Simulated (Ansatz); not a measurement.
Start from `[SiH3]BS` and change one atom or group to get `PBS`.

Ansatz, PBE0-D4/def2-TZVP geometries, multiplicity 1. Each molecule was computed in one conformer, which needn't be the lowest.

```csv
property,`[SiH3]BS`
"ideal-gas entropy at 298 K and 1 bar (rigid rotor, harmonic PBE0-D4/def2-TZVP) / J/(mol·K)",308
LUMO energy (PBE/def2-TZVPP) / eV,-2.71
size of the dipole moment (PBE/def2-TZVPP) / D,1.40
LUMO energy (B3LYP/def2-TZVPP) / eV,-1.96
HOMO–LUMO gap (B3LYP/def2-TZVPP) / eV,6.24
size of the dipole moment (B3LYP/def2-TZVPP) / D,1.37
```

Give the same properties after the change, and the shifts. (An estimate is asked.)

The calculation gave: 
```json
{"property": "ideal-gas entropy at 298 K and 1 bar (rigid rotor, harmonic PBE0-D4/def2-TZVP) / J/(mol·K)", "`PBS`": "295", "shift": "-13"}
{"property": "LUMO energy (PBE/def2-TZVPP) / eV", "`PBS`": "-2.26", "shift": "0.45"}
{"property": "size of the dipole moment (PBE/def2-TZVPP) / D", "`PBS`": "1.03", "shift": "-0.37"}
{"property": "LUMO energy (B3LYP/def2-TZVPP) / eV", "`PBS`": "-1.54", "shift": "0.42"}
{"property": "HOMO–LUMO gap (B3LYP/def2-TZVPP) / eV", "`PBS`": "5.64", "shift": "-0.60"}
{"property": "size of the dipole moment (B3LYP/def2-TZVPP) / D", "`PBS`": "0.96", "shift": "-0.41"}
```

With PBE0 the HOMO rises by 0.98 eV and the LUMO rises by 0.42 eV, so the gap narrows by about 0.56 eV. PBE moves the HOMO by 0.84 eV and ωB97M-V by 1.05 eV. The zero-point energy changes by -17.2 kJ/mol with -3 modes. Dipoles are sizes alone; their direction can turn.

Positive LUMOs are unbound, so they and the gaps depend on the basis.

B3LYP here is the variant with VWN-RPA as its local correlation; programs differ in this.
